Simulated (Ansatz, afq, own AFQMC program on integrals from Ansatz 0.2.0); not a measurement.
Two steps: Ansatz 0.2.0 writes the Fock matrix and Cholesky factors of the valence space, and afq projects on them the lowest state that overlaps trial and start.

```yaml
crystal:
  periodic: [false, false, false]
  atoms:
    - {symbol: Cl, position_ang: [0.000000, 0.000000, -1.689333]}
    - {symbol: H, position_ang: [0.000000, 0.000000, -0.192333]}
    - {symbol: Br, position_ang: [0.000000, 0.000000, 1.881667]}
basis:
  gaussian: {orbitals: cc-pVTZ}
magnetization: {spin_polarized: true, initial_magnetization: 1}
correlation: {method: ccsd_t, electrons: outside_noble_gas, hamiltonian_folder: ham}
```

```sh
$ ansatz run in.yaml --threads 1 --pin off --events-out ev --progress --plain --max-ram 16896MiB --backend cuda --devices 0, --max-vram 18GiB
```

afq runs on the folder ham with

```
--method phaseless --trial cisd --walkers 2500 --populations 20 --least-time 60 --time-step 0.005 --steps-per-block 50 --equilibration-blocks 28 --max-blocks 4000 --target-error 0.00023 --factor-cut 1e-05 --start spin_pure --seed 6096 --release-times 0.24,0.51,0.99,1.5 --release-step 0.03 --release-every 4 --taylor-order 6
```

Times are imaginary, in 1/Eh. The walk had a cap of 244 s. With eight or more populations the least sampling time is a fifth of least-time, and the error comes from their spread. Filled inner d shells are frozen with the cores.

Log:

```
orbitals 72  electrons 8 7  factors 483 of 555
reference energy -3032.52277792 Eh
CCSD correlation -0.38358938 Eh in 12 cycles, weight of the determinant in the CISD state 0.8584
energy of the start -3032.905945 Eh
 block  time / (1/Eh)  mean weight  energy / Eh
     1     0.250  0.9998  -3032.898941
     2     0.500  1.0000  -3032.904263
     3     0.750  0.9999  -3032.909281
     4     1.000  0.9994  -3032.912979
     5     1.250  1.0002  -3032.915760
    10     2.500  1.0001  -3032.920386
    15     3.750  1.0001  -3032.922285
    20     5.000  1.0003  -3032.921052
    25     6.250  1.0001  -3032.920051
    30     7.500  0.9996  -3032.921204
    35     8.750  1.0001  -3032.920900
    40    10.000  1.0002  -3032.921690
    45    11.250  0.9999  -3032.922423
    50    12.500  0.9998  -3032.920651
    55    13.750  0.9999  -3032.921269
    60    15.000  0.9996  -3032.921390
    63    15.750  1.0002  -3032.919244
    65    16.250  0.9998  -3032.921163
    70    17.500  1.0000  -3032.919984
    73    18.250  1.0000  -3032.922972
    75    18.750  1.0004  -3032.920617
    78    19.500  1.0004  -3032.919907
error from the spread of 20 populations
released: time / (1/Eh)  energy / Eh  error  mean overlap
  0.24  -3032.921290  0.000232  1.0010
  0.51  -3032.921570  0.000227  0.9997
  0.99  -3032.921572  0.000279  1.0036
  1.50  -3032.921966  0.000276  0.9965
energy -3032.921126 +/- 0.000203 Eh
(rows thinned)
```

The run passed its tests (sampling time, drift between the halves within three errors, error under three times the target), which doesn't prove that it has relaxed.

Against this walk (error 5.5 meV) on the same determinant: CCSD(T) 25.5 meV higher, CCSDT(Q) 19.1 meV lower. The error is statistical and leaves out the bias of the constraint. The released energies are still falling (meV from the phaseless value at times in 1/Eh: -4 ± 6 at 0.24, -12 ± 6 at 0.51, -12 ± 8 at 0.99, -23 ± 8 at 1.50), so they give no level.

Cautions: constraint bias not in the error; no relativity below Rb; no spin-orbit coupling; inner d shell frozen.

The walk took 70 s on 1 × NVIDIA H100 80GB HBM3 with 2 threads of AMD EPYC 7R13 Processor (Zen 3) (shared host) (the card was shared). The log's last line is the phaseless energy.

CCSDT and higher add their correlation energy to the determinant of the CCSD(T) run, since their own runs factorise the integrals more tightly (a shift of under 2 meV). A walk keeps the symmetry of its determinant, which the program's search chose and which needn't be the lowest solution, so a lower state of the same spin and another symmetry isn't excluded.
